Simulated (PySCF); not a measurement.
**Choosing a basis for TDDFT**

Compound: borane phosphine, BH₆P.
Structure used (PBE0-D3(BJ)/def2-SVP), in Å, numbered top down from 1:
```
atom  x, y, z in Å
B1    -1.074   -0.158    0.007
P2     0.831    0.101   -0.031
H3    -1.459    0.641    0.845
H4    -1.205   -1.329    0.321
H5    -1.416    0.101   -1.136
H6     1.319    1.383   -0.384
H7     1.595   -0.697   -0.919
H8     1.564   -0.109    1.164
```

TDDFT with PBE0 (PySCF), vertical singlets, core orbitals frozen in the response, spherical d and f functions. Isolated species at its PBE0-D3(BJ)/def2-SVP geometry, gas phase.

```tsv
basis	functions	diffuse	S1 (eV)	S2 (eV)	S3 (eV)	S4 (eV)	S5 (eV)	LUMO (eV)	α (au)
6-31G*	44	no	7.79	7.87	7.88	8.36	8.44	0.80	39.2
6-31+G*	52	yes	7.14	7.14	7.54	7.74	7.81	-0.39	42.9
def2-SVP	62	no	7.79	7.88	7.88	8.12	8.12	0.73	40.9
def2-SVPD	92	yes	7.51	7.51	7.64	7.69	7.69	0.09	47.9
def2-TZVP	104	no	7.60	7.65	7.66	7.80	7.81	0.39	45.5
aug-cc-pVDZ	104	yes	7.05	7.05	7.43	7.54	7.59	-0.50	48.5
def2-TZVPD	134	yes	7.30	7.30	7.53	7.57	7.58	-0.23	48.4
aug-cc-pVTZ	234	yes	7.10	7.10	7.44	7.51	7.55	-0.51	48.7
```

Problem. Compare the sets with the largest diffuse one.

Solution. States are compared by their number. Against the largest diffuse basis here (aug-cc-pVTZ, itself not a converged limit), sets without diffuse functions differ by up to 0.69 eV in S1 and 0.89 eV in S5; the smaller diffuse sets differ by up to 0.41 and 0.26 eV. State by state, the largest deviation of a set without diffuse functions is S1 0.69, S2 0.77, S3 0.44, S4 0.85, S5 0.89 eV. The same number needn't mean the same state in each row. Against aug-cc-pVTZ the polarisability deviates by -19% in 6-31G*, -12% in 6-31+G*, -16% in def2-SVP, -2% in def2-SVPD, -7% in def2-TZVP, 0% in aug-cc-pVDZ, -1% in def2-TZVPD. A single + in a Pople set puts diffuse functions on heavy atoms only.
